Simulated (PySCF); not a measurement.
Planning an EPR job on `[SiH3][S]` [radical].

Method: UKS B3LYP, IGLO-III on S Si, pcH-1 on H, non-relativistic, mean-field spin-orbit, GIAO (PySCF 2.14.0). Geometry: PBE0-D3(BJ)/def2-SVP. Work: unrestricted SCF, stability check, g, hyperfine, density fitting. The input is one job of a driver script: a line of settings, then coordinates in Å.

Input:
```
{"job": {"kind": "epr"}, "charge": 0, "multiplicity": 2}
Si    -0.120222     0.003737    -0.048238
S      2.002237     0.088743     0.128021
H     -0.576863    -1.016883    -1.037695
H     -0.714762     1.327922    -0.398239
H     -0.573151    -0.397809     1.321771
```

Hardware: one thread of an x86-64 server, shared host.

How large is the basis?

118 functions.

Question: Which is nearest to the wall time?
A. 14 s
B. 1.8 s
C. 0.24 s

Answer: A. The run took 14 s. CPU seconds by part: SCF 10, spin–orbit mean field 0.4, g tensor 3.6, hyperfine under 0.1.

At this speed, how long would 5000 such jobs take on 8 cores, one job a core?

5000/8 gives 625 rounds of 14 s, about 2.4 h of wall time and 19 core-hours, if the jobs don't slow each other.

Other jobs ran on the host; a repeat could differ by tens of per cent or more.
